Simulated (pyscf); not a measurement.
This saddle point was located with ωB97X-D3(BJ)/def2-SVP in PySCF.

```xyz
10

O      1.4502    -0.6023    -0.4268
P      1.8335     0.5749     0.4443
O      2.0204    -0.0179     1.9737
O     -0.1818     1.0717     0.9168
H     -0.0853    -0.9982    -0.4285
H      1.7966    -0.9626     2.0049
H     -0.2842     1.0518     1.8793
Si    -1.5600     0.4516     0.0013
H     -0.8942    -1.2177    -0.2695
H     -0.9850     0.8670    -1.3370
```

Surface: singlet, charge 0. Lowest wavenumbers (cm⁻¹): 293i, 82, 180, 216, 306.

Task: What reaction is this the transition state of?

Result: O=P–OH + HO–SiH: [singlet] + hydrogen (H₂) ⇌ HO–P(OH)–OH + silylene (SiH₂) [singlet], a multi-bond step read from left to right: O–Si, H–H broken and H–O, O–P, H–Si formed. At ωB97M-D3(BJ)/def2-TZVP it lies -2.4 kcal/mol from the left side and -9.5 kcal/mol from the right (each side as separated species at their lowest minima found). On the reactant side the descent ends in a complex, 7.5 kcal/mol under the separated species and 2.9 kcal/mol under the saddle at ωB97X-D3(BJ)/def2-TZVP. On the product side the descent ends in an adduct with a O–Si contact (not fully relaxed), 26.2 kcal/mol under the separated species and 16.3 kcal/mol under the saddle at ωB97X-D3(BJ)/def2-TZVP. At ωB97M-D3(BJ) the saddle lies under the separated reactants, which points to a path from their complex (located at ωB97X-D3(BJ) alone). At ωB97M-D3(BJ) the saddle lies under the separated products, which points to a path from their complex (located at ωB97X-D3(BJ) alone), and parting the products costs more than the saddle. What is counted as broken (O–Si) persists as a longer contact in the product adduct; parting that adduct is a step of its own. At ωB97X-D3(BJ) the barrier from the zero used here is -4.6 kcal/mol. This is the saddle that the search found; another between the same sides may lie lower.
